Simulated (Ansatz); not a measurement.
Cartesian coordinates in Å:
```
C 1.6075 -0.0446 0.6925
O 0.2343 0.3075 0.8316
C -0.5677 -0.2605 -0.0845
F -0.6526 -1.6032 0.0816
C -1.6757 0.4485 -0.6754
O -0.4607 0.1178 -1.4024
H 2.1447 0.5266 1.4463
H 1.7564 -1.1125 0.8670
H 1.9723 0.2245 -0.3022
H -1.8061 1.5051 -0.4647
H -2.5523 -0.1091 -0.9897
```

The species carries charge 0 and has multiplicity 1.

Problem. List the ωB97M-V/def2-TZVPP orbital energies in eV (Ansatz 0.2.0). (Estimate.)

Solution. The calculation gave: Occupied: -677.87, -527.08, -526.99, -286.50, -283.29, -282.93, -37.42, -33.91, -32.40, -23.46, -22.04, -20.26, -18.40, -17.90, -16.74, -15.69, -15.58, -15.02, -14.42, -14.03, -12.83, -11.58, -11.34, -10.94. Lowest empty: 3.12, 3.48, 3.63, 4.38, 4.45, 4.83, 5.13, 5.71.
